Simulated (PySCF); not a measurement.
# HAl–PH, singlet: stretch scan

Starting geometry (PBE0/def2-TZVP stationary point for this spin, not checked as a minimum):

| atom | x (Å) | y (Å) | z (Å) |
| --- | --- | --- | --- |
| Al | 0.0000 | 0.0033 | 1.1038 |
| P | 0.0000 | 0.0453 | -1.0264 |
| H | 0.0000 | -0.1169 | 2.6818 |
| H | 0.0000 | -1.3656 | -0.6878 |

From there P2, H4 move together along the line of the two atoms named below, all else staying in place; atoms are numbered as listed. Energies are in kJ/mol, counted from the starting geometry at the same level. Kohn–Sham curves keep the symmetry of the cluster determinant, unrestricted for open shells and where UHF breaks spin symmetry.

Basis 6-31G; PySCF 2.14.0. Only valence electrons are correlated (noble-gas cores frozen). R marks a restricted (for open shells ROHF) determinant.

Unrestricted Kohn–Sham rows aren't spin-pure: their determinants' ⟨S²⟩ exceeds S(S+1) by up to 1.00, so they mix in states of higher spin. A value is left out where its run failed or describes another state than the reference as far as symmetry and spin tell, or, spin-broken singlets apart, can't be checked.

In so small a basis the reference is far from its limit while semilocal and hybrid functionals are nearer theirs (RPA and double hybrids share part of the reference's basis error), so the functionals' errors here hold much of the reference's basis and frozen-core error, which can add to them or hide them. The set has no polarisation functions, which weighs most on the reference.

Full CI isn't at hand for all of this; RCCSDT(Q) serves as the reference, and is uncertain by the last step of the cluster series or more.

```json
{"distance Al1-P2 (Å)": "1.904", "RCCSDT(Q)": "114.1", "PBE": "101.8", "r2SCAN": "98.1", "B97M-V": "97.6", "PBE0": "96.5", "B3LYP": "99.6", "wB97M-V": "92.9", "B2PLYP": "103.3"}
{"distance Al1-P2 (Å)": "2.131", "RCCSDT(Q)": "0.0", "PBE": "0.0", "r2SCAN": "0.0", "B97M-V": "0.0", "PBE0": "0.0", "B3LYP": "0.0", "wB97M-V": "0.0", "B2PLYP": "0.0"}
{"distance Al1-P2 (Å)": "2.316", "RCCSDT(Q)": "-9.7", "PBE": "-1.7", "r2SCAN": "2.0", "B97M-V": "2.1", "PBE0": "2.8", "B3LYP": "-0.5", "wB97M-V": "5.0", "B2PLYP": "-2.2"}
{"distance Al1-P2 (Å)": "2.888", "RCCSDT(Q)": "96.9", "PBE": "126.7", "r2SCAN": "140.6", "B97M-V": "137.4", "PBE0": "141.2", "B3LYP": "125.1", "wB97M-V": "140.9", "B2PLYP": "128.4"}
{"distance Al1-P2 (Å)": "3.846", "RCCSDT(Q)": "–", "PBE": "243.5", "r2SCAN": "246.0", "B97M-V": "237.7", "PBE0": "233.0", "B3LYP": "210.6", "wB97M-V": "227.7", "B2PLYP": "209.7"}
{"distance Al1-P2 (Å)": "5.860", "RCCSDT(Q)": "–", "PBE": "266.5", "r2SCAN": "264.5", "B97M-V": "257.1", "PBE0": "248.2", "B3LYP": "222.7", "wB97M-V": "239.9", "B2PLYP": "216.2"}
```
